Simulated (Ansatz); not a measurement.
## How far each method lies from UCCSDT(Q) for HCl, triplet

Geometry: that of the HCl, singlet, kept fixed. The singlet lies 7.5 eV lower here.

```yaml
atoms:
  - { symbol: Cl, position_ang: [0.0000, 0.0000, 0.0000] }
  - { symbol: H, position_ang: [0.0000, 0.0000, 1.2788] }
```

Basis cc-pVTZ; Ansatz 0.2.0. Only valence electrons are correlated (noble-gas cores frozen), which leaves 8 electrons in 43 orbitals. Prefix R: restricted or restricted open-shell reference; prefix U: unrestricted. Active spaces: valence = (8e, 5o) chosen from the atoms' valence shells.

Full CI isn't at hand for all of this; UCCSDT(Q) serves as the reference, and is uncertain by the last step of the cluster series or more. The frozen core follows each run's orbitals, which can shift R against U totals by a few meV.

For open shells CISD is restricted-active-space CI with the open shells as a complete middle space.

```
UHF ⟨S²⟩                          : 2.012
T1 diagnostic (RCCSD)             : 0.0154
largest doubles amplitude (RCCSD) : 0.043
T1 diagnostic (UCCSD)             : 0.0094
```

| level | E − E(UCCSDT(Q)) (kJ/mol) | share of correlation (%) | wall time |
| --- | --- | --- | --- |
| RHF | 564.2 | 0.00 | – |
| UHF | 545.7 | 3.29 | – |
| RMP2 | 79.3 | 85.94 | – |
| UMP2 | 83.6 | 85.19 | – |
| CISD | 41.5 | 92.65 | 1.2 s |
| RCCSD | 20.1 | 96.44 | – |
| UCCSD | 19.5 | 96.55 | – |
| RCCSD(T) | 2.4 | 99.57 | 1.3 s |
| UCCSD(T) | 2.4 | 99.57 | 1.4 s |
| BCCD(T) | 2.4 | 99.57 | 1.6 s |
| RCCSDT | 0.7 | 99.88 | – |
| UCCSDT | 0.5 | 99.91 | – |
| RCCSDT(Q) | 0.1 | 99.98 | 22 s |
| CASSCF (valence space) | 564.2 | 0.00 | – |
| NEVPT2 (valence space) | 132.4 | 76.53 | 0.4 s |
| MRCISD (valence space) | 45.0 | 92.02 | – |
| MRCISD+Q (valence space) | 6.3 | 98.88 | 0.7 s |

The correlation energy at UCCSDT(Q), counted from RHF, is -5.848 eV. That run took 18 s on 1 thread of AMD EPYC 7R13, shared host.

Times hold each run's SCF and search for its determinant on a shared host, so for small cases they say little of a method's own cost; they ran on 1 thread of AMD EPYC 7R13.

Natural occupations of CASSCF (valence space) about the gap: 2.000 2.000 2.000 1.000 1.000; effectively unpaired electrons, Σ n²(2−n)², 2.00.
